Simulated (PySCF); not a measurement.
Bond length, frequency and bond energy of CH by level of theory

State: ²Π (doublet), unpaired electrons π ↑. Set-up: H def2-TZVPPD, C def2-TZVPPD; no relativity (PySCF 2.14). De refers to H + C in their high-spin ground configurations, without counterpoise correction. The functionals are run spin-unrestricted. A positive dipole means H(−)C(+).

| Level | Re (Å) | ωe (cm⁻¹) | De (eV) | μ (D) | CPU s a point (SCF and correlation, without the integrals) |
| --- | --- | --- | --- | --- | --- |
| UHF | 1.105 | 3037 | 2.46 | -1.61 | 0.097 |
| UHF-MP2 | 1.113 | 2952 | 3.40 | n/a | 0.14 |
| UHF-SCS-MP2 | 1.114 | 2941 | 3.54 | n/a | n/a |
| UHF-CCSD | 1.120 | 2867 | 3.52 | n/a | n/a |
| UHF-CCSD(T) | 1.121 | 2849 | 3.55 | n/a | 1.6 |
| LDA | 1.141 | 2721 | 4.01 | -1.44 | 0.14 |
| PBE | 1.136 | 2735 | 3.68 | -1.39 | 0.25 |
| PBEsol | 1.141 | 2715 | 3.76 | -1.40 | 0.16 |
| TPSS | 1.130 | 2777 | 3.78 | -1.42 | 0.37 |
| r²SCAN | 1.126 | 2813 | 3.53 | -1.45 | 0.33 |
| B3LYP | 1.122 | 2832 | 3.70 | -1.45 | 0.34 |
| PBE0 | 1.124 | 2849 | 3.60 | -1.46 | 0.45 |
| BHandHLYP | 1.110 | 2955 | 3.59 | -1.53 | 0.22 |
| LC-ωPBE | 1.120 | 2919 | 3.54 | -1.55 | 0.34 |

Q: Which functional lies closest to UHF-CCSD(T) in De, which farthest, and by how much do they differ from it?

A: Closest is LC-ωPBE (-0.1 pm in Re, +2.5 % in ωe, -0.01 eV in De against UHF-CCSD(T) in the same basis), farthest LDA (+2.0 pm in Re, -4.5 % in ωe, +0.46 eV in De). CCSD(T) converges more slowly with the basis than the functionals do and binds too weakly in this one, so the order can change at the basis-set limit.

Q: What does a quarter of exact exchange do here, going from PBE to PBE0?

A: PBE0 less PBE: -1.2 pm in Re, +4.2 % in ωe, -0.08 eV in De. Exact exchange removes part of the self-interaction that spreads semilocal densities, and in most molecules shortens and stiffens the bond and lowers De; so it does here.

Q: What does the step from GGA to meta-GGA do here, going from PBE to r²SCAN?

A: r²SCAN less PBE: -1.0 pm in Re, +2.9 % in ωe, -0.15 eV in De. 

Correlated steps freeze 1 core orbital. The state is the lowest determinant that a PBE0 search found; another state may lie lower at other levels.

The whole job (state search and all levels along the bond) took about 0.88 min on 1 thread of Intel Xeon 6975P-C (shared host), peak memory 0.78 GiB.
